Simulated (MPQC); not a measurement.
# MP2/def2-TZVPP run of BNH4 (SMILES BN)

Aim: the energy change on altering one bond length of BNH4 at MP2/def2-TZVPP, from 2 runs. 

The results are computed with MPQC 2.3.1.

10 further runs of the same task are left out: 1 that didn't finish, 9 set aside as unsound or not needed.

## Step 1: The structure to begin with

The species is BNH4 (6 atoms), meant as a singlet with charge 0. As SMILES, `BN`. Geometry: relaxed at PBE0-D4/def2-TZVP.

Bond lengths: B1–N2 1.385 Å, B1–H3 1.197 Å, B1–H4 1.197 Å, N2–H5 1.006 Å, N2–H6 1.006 Å. Angles: B1–N2–H5 123.2°, B1–N2–H6 123.2°, N2–B1–H3 119.0°, N2–B1–H4 119.0°, H5–N2–H6 113.5°, H3–B1–H4 122.0°.

## Step 2: The energy at MP2/def2-TZVPP

job.in

```
% BH4N
molecule<Molecule>: (
    symmetry = c1
    unit = angstrom
    { atoms geometry } = {
        B  [ -0.128200      -0.679600      -0.025600 ]
        N  [ 0.146100       0.677400       0.010800 ]
        H  [ 0.225800      -1.368000       0.887500 ]
        H  [ -0.712000      -1.128700      -0.969200 ]
        H  [ -0.121600       1.313700      -0.720800 ]
        H  [ 0.632000       1.121400       0.771300 ]
    }
)
basis<GaussianBasisSet>: (
    name = "def2-TZVPP"
    molecule = $:molecule
    basisdir = "."
    puream = yes
)
mpqc: (
    checkpoint = no
    savestate = no
    restart = no
    do_energy = yes
    do_gradient = no
    optimize = no
    mole<MBPT2>: (
        molecule = $:molecule
        basis = $:basis
        memory = 1000000000
        method = mp
        nfzc = 2
        reference<CLHF>: (
            molecule = $:molecule
            basis = $:basis
            total_charge = 0
            memory = 1000000000
            print_evals = yes
            maxiter = 120
            value_accuracy = 1e-08
            guess_wavefunction<ExtendedHuckelWfn>: (
                molecule = $:molecule
                total_charge = 0
                multiplicity = 1
                basis<GaussianBasisSet>: (
                    name = "STO-3G"
                    molecule = $:molecule
                )
            )
        )
    )
)
```

The basis set def2-TZVPP is read from a file made from the Basis Set Exchange's data (not shown).

Command:

```bash
$ mpqc -o job.out job.in
```

Output:

```text
MPQC: Massively Parallel Quantum Chemistry
                                   Version 2.3.1

  Using IntegralV3 by default for molecular integrals evaluation

  CLSCF::init: total charge = 0

  docc = [ 8 ]
  nbasis = 118

  Molecular formula H4BN

  The following keywords in "job.in" were ignored:
    mpqc:mole:reference:guess_wavefunction:multiplicity

  MPQC options:
    matrixkit     = <ReplSCMatrixKit>
    restart       = no
    checkpoint    = no
    savestate     = no
    do_energy     = yes
    do_gradient   = no
    optimize      = no
    write_pdb     = no
    print_mole    = yes
    print_timings = yes

    Using symmetric orthogonalization.
  n(basis):           118
  Maximum orthogonalization residual = 7.2605
  Minimum orthogonalization residual = 0.000555248
  Using symmetric orthogonalization.
  n(basis):           118
  Maximum orthogonalization residual = 7.2605
  Minimum orthogonalization residual = 0.000555248

  Entered memgrp based MP2 routine
  Static memory used per node:    124608 Bytes
  Minimum memory required:        1119584 Bytes
  Batch size:                     6
   npass  rest  nbasis  nshell  nfuncmax
    1      0     118      46       7
   nocc   nvir   nfzc   nfzv
    8      110    2      0

  SCF::compute: energy accuracy = 1.0000000e-08

  nuclear repulsion energy =   32.3160953887

  integral intermediate storage = 910829 bytes
  integral cache = 998976835 bytes
  Projecting guess wavefunction into the present basis set
      Using symmetric orthogonalization.
      n(basis):            14
      Maximum orthogonalization residual = 2.25815
      Minimum orthogonalization residual = 0.223117
      docc = [ 8]
      socc = [ 0]

      Projecting the guess density.

        The number of electrons in the guess density = 16
        The number of electrons in the projected density = 15.9896

  Beginning iterations.  Basis is def2-TZVPP.
  iter     1 energy =  -80.9135423619 delta = 2.72712e-02
  iter     2 energy =  -81.5037495850 delta = 1.13291e-02
  iter     3 energy =  -81.5269652717 delta = 2.18580e-03
  iter     4 energy =  -81.5292716305 delta = 6.55155e-04
  iter     5 energy =  -81.5296172751 delta = 2.74069e-04
  iter     6 energy =  -81.5296656485 delta = 9.47584e-05
  iter     7 energy =  -81.5296711323 delta = 3.04316e-05
  iter     8 energy =  -81.5296717329 delta = 1.14832e-05
  iter     9 energy =  -81.5296717701 delta = 3.16819e-06
  iter    10 energy =  -81.5296717716 delta = 9.76596e-07
  iter    11 energy =  -81.5296717716 delta = 9.73314e-08
  iter    12 energy =  -81.5296717716 delta = 3.20309e-08

  A
        1  -15.55491    2.00000
        2   -7.58201    2.00000
        3   -1.16119    2.00000
        4   -0.71712    2.00000
        5   -0.68467    2.00000
        6   -0.55364    2.00000
        7   -0.46255    2.00000
        8   -0.44017    2.00000
        9    0.12087    0.00000
       10    0.12425    0.00000
       11    0.15703    0.00000
       12    0.16400    0.00000
       13    0.21905    0.00000
       14    0.24065    0.00000
       15    0.26138    0.00000
       16    0.28976    0.00000
       17    0.31525    0.00000
       18    0.42945    0.00000
       19    0.51703    0.00000
       20    0.52235    0.00000
       21    0.53999    0.00000
       22    0.57068    0.00000
       23    0.57399    0.00000
       24    0.61962    0.00000
       25    0.62581    0.00000
       26    0.64483    0.00000
       27    0.69091    0.00000
       28    0.79944    0.00000
       29    0.82824    0.00000
       30    0.83039    0.00000
       31    0.84833    0.00000
       32    0.91989    0.00000
       33    0.98915    0.00000
       34    1.01428    0.00000
       35    1.12806    0.00000
       36    1.14332    0.00000
       37    1.15233    0.00000
       38    1.19154    0.00000
       39    1.20444    0.00000
       40    1.21008    0.00000
       41    1.28497    0.00000
       42    1.39674    0.00000
       43    1.42511    0.00000
       44    1.47898    0.00000
       45    1.55019    0.00000
       46    1.61291    0.00000
       47    1.64564    0.00000
       48    1.65834    0.00000
       49    1.69871    0.00000
       50    1.76996    0.00000
       51    1.86062    0.00000
       52    2.06024    0.00000
       53    2.09308    0.00000
       54    2.15011    0.00000
       55    2.19600    0.00000
       56    2.24643    0.00000
       57    2.25275    0.00000
       58    2.27021    0.00000
       59    2.37259    0.00000
       60    2.39247    0.00000
       61    2.45765    0.00000
       62    2.51126    0.00000
       63    2.61960    0.00000
       64    2.67535    0.00000
       65    2.77489    0.00000
       66    2.78422    0.00000
       67    2.99828    0.00000
       68    3.01354    0.00000
       69    3.29091    0.00000
       70    3.35265    0.00000
       71    3.42471    0.00000
       72    3.44293    0.00000
       73    3.53380    0.00000
       74    3.53887    0.00000
       75    3.63855    0.00000
       76    3.64134    0.00000
       77    3.76550    0.00000
       78    3.82171    0.00000
       79    3.90583    0.00000
       80    3.92142    0.00000
       81    3.99267    0.00000
       82    4.03957    0.00000
       83    4.06433    0.00000
       84    4.19309    0.00000
       85    4.22685    0.00000
       86    4.24862    0.00000
       87    4.26120    0.00000
       88    4.33141    0.00000
       89    4.41545    0.00000
       90    4.42482    0.00000
       91    4.43149    0.00000
       92    4.46449    0.00000
       93    4.49053    0.00000
       94    4.55236    0.00000
       95    4.74102    0.00000
       96    4.78313    0.00000
       97    4.82092    0.00000
       98    4.82257    0.00000
       99    4.94711    0.00000
      100    5.02218    0.00000
      101    5.08982    0.00000
      102    5.12650    0.00000
      103    5.13579    0.00000
      104    5.20835    0.00000
      105    5.33513    0.00000
      106    5.38711    0.00000
      107    5.45188    0.00000
      108    5.66386    0.00000
      109    5.92923    0.00000
      110    6.00175    0.00000
      111    6.08820    0.00000
      112    6.13373    0.00000
      113    6.23864    0.00000
      114    6.65283    0.00000
      115    6.97843    0.00000
      116    7.03643    0.00000
      117   16.76619    0.00000
      118   33.94002    0.00000

  HOMO is     8   A =  -0.440171
  LUMO is     9   A =   0.120869

  total scf energy =  -81.5296717716

  Size of global distributed array:       5346816 Bytes
  Beginning pass 1
  Begin loop over shells (erep, 1.+2. q.t.)
    working on shell pair (  0   0),  0.000% complete (0 of 1081)
    working on shell pair ( 14   3),  9.991% complete (108 of 1081)
    working on shell pair ( 20   6), 19.981% complete (216 of 1081)
    working on shell pair ( 24  24), 29.972% complete (324 of 1081)
    working on shell pair ( 28  26), 39.963% complete (432 of 1081)
    working on shell pair ( 32  12), 49.954% complete (540 of 1081)
    working on shell pair ( 35  18), 59.944% complete (648 of 1081)
    working on shell pair ( 38  15), 69.935% complete (756 of 1081)
    working on shell pair ( 41   3), 79.926% complete (864 of 1081)
    working on shell pair ( 43  26), 89.917% complete (972 of 1081)
    working on shell pair ( 45  45), 99.907% complete (1080 of 1081)
  End of loop over shells
  Begin third q.t.
  End of third q.t.
  Begin fourth q.t.
  End of fourth q.t.

  Largest first order coefficients (unique):
     1  -0.03301723  8   A  8   A ->  9   A  9   A (+-+-)
     2  -0.03205758  8   A  8   A -> 21   A 21   A (+-+-)
     3   0.02272247  8   A  8   A -> 21   A  9   A (+-+-)
     4  -0.01800855  8   A  8   A -> 16   A 16   A (+-+-)
     5  -0.01751602  7   A  7   A -> 17   A 17   A (+-+-)
     6  -0.01707080  6   A  6   A -> 20   A 20   A (+-+-)
     7  -0.01551045  5   A  5   A -> 22   A 22   A (+-+-)
     8  -0.01546314  7   A  7   A -> 28   A 28   A (+-+-)
     9   0.01505003  8   A  5   A -> 21   A 25   A (+-+-)
    10   0.01489659  8   A  8   A -> 16   A  9   A (+-+-)

  RHF energy [au]:                    -81.529671771632
  MP2 correlation energy [au]:         -0.326696757819
  MP2 energy [au]:                    -81.856368529451
Value of the MolecularEnergy:  -81.8563685295

  MBPT2:
    Function Parameters:
      value_accuracy    = 5.980268e-07 (1.000000e-06) (computed)
      gradient_accuracy = 0.000000e+00 (1.000000e-06)
      hessian_accuracy  = 0.000000e+00 (1.000000e-04)

    Molecule:
      Molecular formula: H4BN
      molecule<Molecule>: (
        symmetry = c1
        unit = "angstrom"
        {  n atoms                        geometry                     }={
           1     B [   -0.1282000000    -0.6796000000    -0.0256000000]
           2     N [    0.1461000000     0.6774000000     0.0108000000]
           3     H [    0.2258000000    -1.3680000000     0.8875000000]
           4     H [   -0.7120000000    -1.1287000000    -0.9692000000]
           5     H [   -0.1216000000     1.3137000000    -0.7208000000]
           6     H [    0.6320000000     1.1214000000     0.7713000000]
        }
      )
      Atomic Masses:
         11.00931   14.00307    1.00783    1.00783    1.00783
          1.00783

    Electronic basis:
      GaussianBasisSet:
        nbasis = 118
        nshell = 46
        nprim  = 72
        name = "def2-TZVPP"
    Reference Wavefunction:
      Function Parameters:
        value_accuracy    = 5.980268e-09 (1.000000e-08) (computed)
        gradient_accuracy = 0.000000e+00 (1.000000e-06)
        hessian_accuracy  = 0.000000e+00 (1.000000e-04)

      Molecule:
        Molecular formula: H4BN
        molecule<Molecule>: (
          symmetry = c1
          unit = "angstrom"
          {  n atoms                        geometry                     }={
             1     B [   -0.1282000000    -0.6796000000    -0.0256000000]
             2     N [    0.1461000000     0.6774000000     0.0108000000]
             3     H [    0.2258000000    -1.3680000000     0.8875000000]
             4     H [   -0.7120000000    -1.1287000000    -0.9692000000]
             5     H [   -0.1216000000     1.3137000000    -0.7208000000]
             6     H [    0.6320000000     1.1214000000     0.7713000000]
          }
        )
        Atomic Masses:
           11.00931   14.00307    1.00783    1.00783    1.00783
            1.00783

      Electronic basis:
        GaussianBasisSet:
          nbasis = 118
          nshell = 46
          nprim  = 72
          name = "def2-TZVPP"
      SCF Parameters:
        maxiter = 120
        density_reset_frequency = 10
        level_shift = 0.000000

      CLSCF Parameters:
        charge = 0
        ndocc = 8
        docc = [ 8 ]

                             CPU  Wall
mpqc:                      40.87 40.87
  calc:                    40.85 40.86
    mp2-mem:               40.84 40.85
      mp2 passes:           6.90  6.90
        3. q.t.:            0.03  0.03
        4. q.t.:            0.03  0.03
        compute ecorr:      0.00  0.00
        divide (ia|jb)'s:   0.00  0.00
        erep+1.qt+2.qt:     6.83  6.83
      vector:              33.70 33.70
        density:            0.01  0.01
        evals:              0.08  0.08
        extrap:             0.05  0.05
        fock:              33.13 33.14
          accum:            0.00  0.00
          ao_gmat:         33.11 33.11
          init pmax:        0.00  0.00
          local data:       0.01  0.01
          setup:            0.00  0.00
          sum:              0.00  0.00
          symm:             0.01  0.01
  input:                    0.01  0.01
```

It took 41 s on 1 thread of Arm Neoverse V1, shared host; peak memory 0.49 GiB.

[end of part 1 of 2]
